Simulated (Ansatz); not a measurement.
## HSi–BH⁺, triplet: the ladder up to UCCSDTQ

Geometry: that of the HSi–BH, quartet, kept fixed.

```yaml
atoms:
  - { symbol: Si, position_ang: [0.0000, -0.0471, 0.5518] }
  - { symbol: B, position_ang: [0.0000, -0.0605, -1.3633] }
  - { symbol: H, position_ang: [0.0000, 1.1711, 1.4474] }
  - { symbol: H, position_ang: [0.0000, 0.7893, -2.2001] }
```

Basis cc-pVDZ; Ansatz 0.2.0. Only valence electrons are correlated (noble-gas cores frozen), which leaves 8 electrons in 36 orbitals. Prefix R: restricted or restricted open-shell reference; prefix U: unrestricted. Active spaces: valence = (8e, 10o) chosen from the atoms' valence shells.

Full CI isn't at hand for all of this; UCCSDTQ serves as the reference, and is uncertain by about the last step of the cluster series. The frozen core follows each run's orbitals, which can shift R against U totals by a few meV.

For open shells CISD is restricted-active-space CI with the open shells as a complete middle space.

- UHF ⟨S²⟩: 2.020
- T1 diagnostic (RCCSD): 0.0507
- largest doubles amplitude (RCCSD): 0.049
- T1 diagnostic (UCCSD): 0.0378

Task: From what is known of these methods and the diagnostics, rank them by the size of their error in total energy against UCCSDTQ in cc-pVDZ, smallest first (an estimate: the text doesn't fix the numbers).
A. RCCSD(T)
B. MRCISD (valence space)
C. RCCSDT(Q)
D. MRCISD+Q (valence space)
E. UHF

Result: C (0.03 mEh), D (0.76 mEh), A (1.98 mEh), B (4.44 mEh), E (157.13 mEh).

All errors are against UCCSDTQ in cc-pVDZ. T1 is large (0.051) while the doubles stay small, which points to orbital relaxation. Within each family the higher level lies nearer, as is usual though not guaranteed.

Natural occupations of CASSCF (valence space) about the gap: 1.972 1.965 1.943 0.993 0.983 0.056 0.029 0.025 0.019 0.015; effectively unpaired electrons, Σ n²(2−n)², 2.04.
